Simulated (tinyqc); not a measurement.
Worked calculation: geometry optimisation on the RHF/sto-6g surface (energies and gradients from PySCF), for H2O, spin multiplicity 1. One step of it, computed by the program tinyqc.

Question. Step 1: move. Quasi-Newton step p = -H^(-1) g (first H = 0.15 times the unit matrix); steps longer than 0.5 bohr are cut back (factor 0.691 here).

positions at the start (bohr):
```
            x          y         z
1O  -0.034015   0.092597  0.020787
2H  -0.064251   1.438082  1.165961
3H  -0.037795  -1.307690  1.150843
```

gradient (hartree/bohr):
```
              x            y            z
1O  -0.00124085   0.02032985   0.06894929
2H   0.00118185  -0.05407826  -0.04382747
3H   0.00005900   0.03374842  -0.02512182
```

Give: positions after step 1.

Answer.

positions after step 1 (bohr):
```
          x        y        z
1O  -0.0283  -0.0010  -0.2968
2H  -0.0697   1.6871   1.3678
3H  -0.0381  -1.4631   1.2665
```
